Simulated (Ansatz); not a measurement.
# C₅H₁₂O: ionisation energy by level of theory

Aim: the vertical ionisation energy of C₅H₁₂O, as cation minus neutral at the neutral's geometry, on several levels, and how well −ε(HOMO) stands in for it.

Program: Ansatz 0.2.0, Gaussian basis. Level of theory: unrestricted cation, the program's frozen cores in correlated methods. These are calculated values, not measurements.

Levels to be run: UKS PBE-D4/def2-TZVPP; UKS r2SCAN-D4/def2-TZVPP; UKS PBE0-D4/def2-TZVPP; UKS B3LYP-D4/def2-TZVPP; UKS wB97X-V/def2-TZVPP; UKS wB97M-V/def2-TZVPP; UKS B2PLYP/def2-TZVPP; UHF-CCSD(T)/def2-TZVPP; UHF-MP2/def2-QZVPP; extrapolation to the limit; then −ε(HOMO) from the neutral's earlier runs with LDA (SPW92), PBE-D4, revPBE-D4, BLYP-D4, r2SCAN-D4, B97M-V, PBE0-D4, B3LYP-D4, r2SCANh-D4, r2SCAN0-D4, HSE06-D4, BHLYP-D4, CAM-B3LYP-D4, LC-ωPBE, ωB97X-V, ωB97M-V.

## 1. The geometry

An earlier PBE0-D4 in a triple-zeta def2 set relaxation fixed the geometry.

18 atoms, charge 0, spin multiplicity 1.

Atoms are counted from 1 here; the program's logs count them from 0.

Bond lengths: C1–C2 1.519 Å, C1–H7 1.093 Å, C1–H8 1.094 Å, C1–H9 1.092 Å, C2–C3 1.525 Å, C2–H10 1.094 Å, C2–H11 1.098 Å, C3–C4 1.521 Å, C3–C5 1.523 Å, C3–H12 1.102 Å, C4–H13 1.093 Å, C4–H14 1.095 Å, C4–H15 1.091 Å, C5–O6 1.412 Å, C5–H16 1.099 Å, C5–H17 1.095 Å, O6–H18 0.961 Å. Angles: C2–C1–H7 112.2°, C2–C1–H8 111.0°, C2–C1–H9 111.1°, H7–C1–H8 107.6°, H7–C1–H9 107.3°, H8–C1–H9 107.5°, C1–C2–C3 114.3°, C1–C2–H10 109.5°, C1–C2–H11 109.8°, C3–C2–H10 108.3°, C3–C2–H11 108.4°, H10–C2–H11 106.2°, C2–C3–C4 112.6°, C2–C3–C5 111.0°, C2–C3–H12 108.0°, C4–C3–C5 109.6°, C4–C3–H12 108.1°, C5–C3–H12 107.3° and more.

## 2. Cation, UKS PBE-D4/def2-TZVPP

The input, in.yaml:

```yaml
crystal:
  periodic: [false, false, false]
  atoms:
    - {symbol: C, position_ang: [-1.777597, -1.245597, -0.051927]}
    - {symbol: C, position_ang: [-0.287171, -1.023230, 0.140383]}
    - {symbol: C, position_ang: [0.182696, 0.392114, -0.179420]}
    - {symbol: C, position_ang: [-0.350801, 1.422651, 0.804364]}
    - {symbol: C, position_ang: [1.703105, 0.465832, -0.221107]}
    - {symbol: O, position_ang: [2.291972, -0.386512, -1.180470]}
    - {symbol: H, position_ang: [-2.377187, -0.620575, 0.614062]}
    - {symbol: H, position_ang: [-2.078632, -1.017637, -1.078862]}
    - {symbol: H, position_ang: [-2.048384, -2.285015, 0.146731]}
    - {symbol: H, position_ang: [0.270942, -1.720836, -0.490224]}
    - {symbol: H, position_ang: [-0.007469, -1.256328, 1.175749]}
    - {symbol: H, position_ang: [-0.185172, 0.654273, -1.184087]}
    - {symbol: H, position_ang: [-0.007055, 2.429509, 0.552777]}
    - {symbol: H, position_ang: [-0.009589, 1.198080, 1.820085]}
    - {symbol: H, position_ang: [-1.441662, 1.442012, 0.818898]}
    - {symbol: H, position_ang: [2.015492, 1.507770, -0.381129]}
    - {symbol: H, position_ang: [2.111892, 0.151674, 0.744676]}
    - {symbol: H, position_ang: [1.994608, -0.108179, -2.050498]}
basis:
  gaussian: {orbitals: def2-TZVPP}
total_charge: 1
magnetization: {spin_polarized: true, initial_magnetization: 1}
hamiltonian: {xc: pbe, dispersion: d4}
```

Started as:

```
ansatz run in.yaml --threads 2 --pin off --events-out ev --progress --plain --max-ram 22528MiB --backend cuda --devices 0, --max-vram 18GiB
```

Further steps of the session: Cation, UKS r2SCAN-D4/def2-TZVPP; Cation, UKS PBE0-D4/def2-TZVPP; Cation, UKS B3LYP-D4/def2-TZVPP; Cation, UKS wB97X-V/def2-TZVPP; Cation, UKS wB97M-V/def2-TZVPP; Cation, UKS B2PLYP (frozen core)/def2-TZVPP; Cation, UHF-CCSD(T)/def2-TZVPP; Cation, UHF-MP2/def2-QZVPP.

**Question.** What will the summary of the whole plan be? Wanted: ionisation energy, CCSD(T)/CBS; nearest functional by difference; nearest −ε(HOMO); −ε(HOMO) of PBE; T1 of the cation.

**Answer**, as computed:

```
                        quantity               value
  ionisation energy, CCSD(T)/CBS            10.49 eV
nearest functional by difference  ωB97X-V (-0.31 eV)
                nearest −ε(HOMO)  LC-ωPBE (+0.04 eV)
                 −ε(HOMO) of PBE             6.12 eV
                T1 of the cation               0.040
```

What this shows: By cation minus neutral, the functionals miss by 1.00 eV at most. The PBE orbital energy is 4.4 eV too small: a semilocal HOMO is no ionisation energy. Among orbital estimates LC-ωPBE comes nearest. Hartree-Fock falls 1.23 eV short, as the neutral has more correlation energy than the cation. The cation's T1 (from the report) is 0.040, near the customary mark of 0.045 for open shells, so the coupled-cluster value is less safe.
